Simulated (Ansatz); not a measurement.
# MgHF (SMILES [F][MgH]): one structure at several levels

The task here is to estimate one member of a computed series from the others.

The runs use Ansatz 0.2.0, Gaussian basis; single points in def2-TZVPP.

Cores are frozen in the correlated methods. The outer core shell of Li, Na, Mg and K is correlated.

### Where the work starts

SMILES `[F][MgH]`, 3 atoms, charge 0, spin multiplicity 1.

Atoms are counted from 1 here; the program's logs count them from 0.

Bond lengths: F1–Mg2 1.680 Å, Mg2–H3 1.528 Å. Angles: F1–Mg2–H3 179.1°.

As a file:

```xyz
3
charge 0, multiplicity 1
F    -1.3008    0.7357   -0.6327
Mg    0.0370   -0.0487    0.0126
H     1.2407   -0.7823    0.6011
```

Set-up of the first run:

run/in.yaml reads:

```yaml
crystal:
  periodic: [false, false, false]
  atoms:
    - {symbol: F, position_ang: [-1.300800, 0.735700, -0.632700]}
    - {symbol: Mg, position_ang: [0.037000, -0.048700, 0.012600]}
    - {symbol: H, position_ang: [1.240700, -0.782300, 0.601100]}
basis:
  gaussian: {orbitals: def2-TZVPP}
correlation: {method: ccsd_t}
output: {forces: true}
```

No record of the launch command was kept for these runs.

Among the steps run: CCSD(T)/def2-TZVPP; PBE0-D4/def2-TZVPP; wB97M-V/def2-TZVPP; r2SCAN-D4/def2-TZVPP; PBE-D4/def2-TZVPP; BLYP-D4/def2-TZVPP; BHLYP-D4/def2-TZVPP.

One of the session's tables, all rows but one given; the rest of the session is left out.

```
   method  RMS force component (eV/Å)  angle to CCSD(T) forces (°)  dipole (D)
  CCSD(T)                       0.963                    reference        1.35
  PBE0-D4                       0.969                          3.6        1.40
  wB97M-V                       0.968                          1.5        1.36
r2SCAN-D4                       0.986                          3.2        1.30
   PBE-D4                           ?                            ?           ?
  BLYP-D4                       1.075                          8.2        1.36
 BHLYP-D4                       0.881                          8.2        1.44
```

Estimate the missing values for PBE-D4.

**Answer.** RMS force component (eV/Å): 1.068; angle to CCSD(T) forces (°): 4.4; dipole (D): 1.36. In the column «RMS force component (eV/Å)» it lies between r2SCAN-D4 (0.986) and BLYP-D4 (1.075).
